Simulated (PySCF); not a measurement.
# P: ionisation energy

P [Ne] 3s2 3p3 (4S) → P⁺ [Ne] 3s2 3p2 (3P), as a difference of total energies. Computed with PySCF 2.14 in 6-31G* (4s3p1d, 18 functions), with no relativity, point nucleus. Correlated levels: valence: [Ne] frozen. The calculations carry no spin-orbit coupling.

```tsv
method	ionisation energy (eV)
UHF	9.941
TPSS	10.499
PBE	10.483
MP2 (valence)	10.186
SCS-MP2 (valence)	10.070
CCSD (valence)	10.098
CCSD(T) (valence)	10.101
```

Problem. How much does correlation contribute at CCSD(T) (valence)?

Solution. 10.101 − (9.941) = 0.160 eV, measured against UHF.

Errors of the correlated levels include the incompleteness of this basis and the frozen core.

For comparison: 10.526 eV (measured; NIST levels, between the centres of gravity of the two terms).
